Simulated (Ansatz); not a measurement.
# Lattice parameter a of some fcc solids

Method: r²SCAN-D4 (Ansatz, a first-principles code, plane waves, PAW). References are measured values corrected to a static lattice. The table is a random draw of 6 from 12 solids with such references.

Values in Å.

| solid | reference | r²SCAN-D4 | error (%) |
|---|---|---|---|
| fcc Ag | 4.062 | 4.083 | +0.52 |
| fcc Pt | 3.913 | 3.930 | +0.43 |
| fcc Pd | 3.876 | 3.897 | +0.54 |
| fcc Ir | 3.831 | 3.835 | +0.10 |
| fcc Cu | 3.595¶ | 3.560 | -0.97 |
| fcc Al | 4.018 | 3.976 | -1.05 |

Over these 6 solids the mean error is -0.07 %, the mean absolute error 0.60 % (median 0.53 %), and the worst case fcc Al at -1.05 %; the value is above the reference in 4 of 6 cases. Over all 12, from unrounded values, the mean error is +0.11 % and the mean absolute error 0.68 % (median 0.56 %). Caveats on values not shown: a distance lies near a switch of the dispersion term, which can move the cell (1).

All these references are brought to a static lattice.

Spin–orbit coupling is left out, also for the solids with elements from indium on (fcc Pt, fcc Ir); its size isn't shown.

¶ marks references of a special kind: fcc Cu, 3.595 Å (measured, low-temperature or extrapolated to 0 K; zero-point anharmonic expansion removed; as tabulated in Csonka et al. (2009), arXiv:0903.4037).

Differences are worked out from the printed values.

Ansatz's density-functional and Hartree–Fock values are scalar-relativistic unless marked +SOC, with PAW data made under PBE.

Ansatz's runs of these crystals have no spin polarisation. Meta-GGAs and exact exchange favour moments, which can bear on fcc Pt, fcc Pd.

Of the class's solids with a reference value and a result at some level, none was set aside. At least 1 more with a reference value is held back for tests. Solids without a released value at any level aren't counted. Layered and molecular crystals are counted apart. The metals Ce to Yb are counted apart.

References as tabulated in Mejia-Rodriguez and Trickey (2018), arXiv:1807.09216; Csonka et al. (2009), arXiv:0903.4037.
